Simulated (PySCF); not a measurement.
**PO2 (phosphorus dioxide) at UMP2/STO-6G**

What is the vertical ionisation energy of PO2 (phosphorus dioxide) at UMP2/STO-6G? Input form: a Python script.

The calculation is run with PySCF 2.14.0.

21 further runs of the same task are left out: 8 that didn't finish, 13 set aside as unsound or not needed.

## (1) The system as given

The species is PO2 (3 atoms), meant as a doublet with charge 0. As SMILES, `[O]P=O`. The shape is that of a GFN2-xTB optimisation.

Bond lengths: O1–P2 1.464 Å, P2–O3 1.464 Å. Angles: O1–P2–O3 123.4°.

## (2) The energy at UMP2/STO-6G

Contents of calc.py:

```python
from pyscf import gto, mp

mol = gto.Mole()
mol.atom = '''
O      0.626841     2.317390     0.600309
P     -0.763336     0.145566    -0.400868
O      0.136495    -2.462956    -0.199442
'''
mol.charge = 0
mol.max_memory = 1860
mol.unit = 'bohr'
mol.spin = 1
mol.verbose = 4
mol.basis = 'sto-6g'
mol.build()

myscf = mol.UHF()
myscf.conv_tol = 1e-10
myscf.kernel()
if not myscf.converged:
    myscf = myscf.newton().run(myscf.mo_coeff, myscf.mo_occ)

pt = mp.MP2(myscf, frozen=7).run()
e_tot = pt.e_tot
print('Final energy', e_tot)
```

Started as:

```console
$ OMP_NUM_THREADS=1 python calc.py
```

Log:

```text
PySCF version 2.14.0

[INPUT] num. atoms = 3
[INPUT] num. electrons = 31
[INPUT] charge = 0
[INPUT] spin (= nelec alpha-beta = 2S) = 1
[INPUT] symmetry False subgroup None
[INPUT] Mole.unit = bohr
[INPUT] Symbol           X                Y                Z      unit          X                Y                Z       unit  Magmom
[INPUT]  1 O      0.331709972070   1.226309976814   0.317669842310 AA    0.626841000000   2.317390000000   0.600309000000 Bohr   0.0
[INPUT]  2 P     -0.403940015475   0.077030209885  -0.212130210187 AA   -0.763336000000   0.145566000000  -0.400868000000 Bohr   0.0
[INPUT]  3 O      0.072230043405  -1.303340186699  -0.105540161300 AA    0.136495000000  -2.462956000000  -0.199442000000 Bohr   0.0

nuclear repulsion = 99.8915503104505
number of shells = 11
number of NR pGTOs = 114
number of NR cGTOs = 19
basis = sto-6g
ecp = {}

[... 89 lines left out ...]
converged SCF energy = -488.490949724596  <S^2> = 0.78939197  2S+1 = 2.0390115
[... 1 line left out ...]
******** <class 'pyscf.mp.ump2.UMP2'> ********
nocc = (np.int64(9), np.int64(8)), nmo = (12, 12)
frozen orbitals 7
E(UMP2) = -488.6696753716  E_corr = -0.178725647003706
E(SCS-UMP2) = -488.657837247376  E_corr = -0.166887522780041
E_corr(same-spin) = -0.054903754182008
E_corr(oppo-spin) = -0.123821892821698
Final energy -488.66967537159985
```

Wall time 1.1 s (1 thread of Arm Neoverse V1, shared host); peak memory 0.12 GiB.

## (3) The singlet cation at the same level

Contents of run.py:

```python
from pyscf import gto, mp

mol = gto.M(
    atom=[
    ('O', (0.331710, 1.226310, 0.317670)),
    ('P', (-0.403940, 0.077030, -0.212130)),
    ('O', (0.072230, -1.303340, -0.105540)),
],
    spin=0,
    max_memory=1860,
    basis='sto-6g',
    verbose=4,
    charge=1,
)

mf = mol.RHF()
mf.conv_tol = 1e-10
mf.kernel()
if not mf.converged:
    mf = mf.newton().run(mf.mo_coeff, mf.mo_occ)

pt = mp.MP2(mf, frozen=7).run()
energy = pt.e_tot
print('Final energy', energy)
```

Started as:

```console
$ OMP_NUM_THREADS=1 python run.py
```

Log:

```text
PySCF version 2.14.0

[INPUT] num. atoms = 3
[INPUT] num. electrons = 30
[INPUT] charge = 1
[INPUT] spin (= nelec alpha-beta = 2S) = 0
[INPUT] symmetry False subgroup None
[INPUT] Mole.unit = angstrom
[INPUT] Symbol           X                Y                Z      unit          X                Y                Z       unit  Magmom
[INPUT]  1 O      0.331710000000   1.226310000000   0.317670000000 AA    0.626841052779   2.317390043815   0.600309297991 Bohr   0.0
[INPUT]  2 P     -0.403940000000   0.077030000000  -0.212130000000 AA   -0.763335970757   0.145565603375  -0.400867602804 Bohr   0.0
[INPUT]  3 O      0.072230000000  -1.303340000000  -0.105540000000 AA    0.136494917977  -2.462955647191  -0.199441695187 Bohr   0.0

nuclear repulsion = 99.8915577987568
number of shells = 11
number of NR pGTOs = 114
number of NR cGTOs = 19
basis = sto-6g
ecp = {}

[... 47 lines left out ...]
converged SCF energy = -488.19626780058
[... 1 line left out ...]
******** <class 'pyscf.mp.mp2.RMP2'> ********
nocc = 8, nmo = 12
frozen orbitals 7
E(RMP2) = -488.452573560151  E_corr = -0.256305759570801
E(SCS-RMP2) = -488.442783035764  E_corr = -0.246515235184051
E_corr(same-spin) = -0.0704442418856657
E_corr(oppo-spin) = -0.185861517685135
Final energy -488.45257356015105
```

Run time: 1 s. Hardware: 1 thread of Arm Neoverse V1, shared host; peak memory 0.12 GiB.

## (4) What came out

Level: UMP2/STO-6G, 7 core orbitals frozen.

| quantity | value |
| --- | --- |
| doublet PO2: total energy | -488.66968 Eh |
| doublet PO2: dipole moment (Hartree–Fock density) | 1.41 D |
| doublet PO2: HOMO energy (Hartree–Fock orbitals) (highest over α and β) | -7.20 eV |
| doublet PO2: LUMO energy (Hartree–Fock orbitals) (lowest over α and β) | 5.00 eV |
| doublet PO2: correlation energy (7 core orbitals frozen) | -178.7 mEh |
| doublet PO2: ⟨S²⟩ of the reference determinant | 0.789 |
| singlet cation: total energy | -488.45257 Eh |
| singlet cation: HOMO energy (Hartree–Fock orbitals) | -19.27 eV |
| singlet cation: LUMO energy (Hartree–Fock orbitals) | -7.41 eV |
| singlet cation: HOMO–LUMO gap (Hartree–Fock orbitals) | 11.86 eV |
| singlet cation: correlation energy (7 core orbitals frozen) | -256.3 mEh |
| vertical ionisation energy (to the singlet cation) | 5.908 eV |

In words: The vertical ionisation energy comes to 5.91 eV (570 kJ/mol). Only the singlet of the ionised species was computed; a triplet could lie lower. In a minimal basis such a difference can be off by several eV, whatever the method. Mulliken charges (doublet PO2) of the mean-field density run from -0.46 on O1 to +0.91 on P2. Mulliken charges (singlet cation) of the mean-field density run from -0.19 on O1 to +1.39 on P2; they depend strongly on the basis.
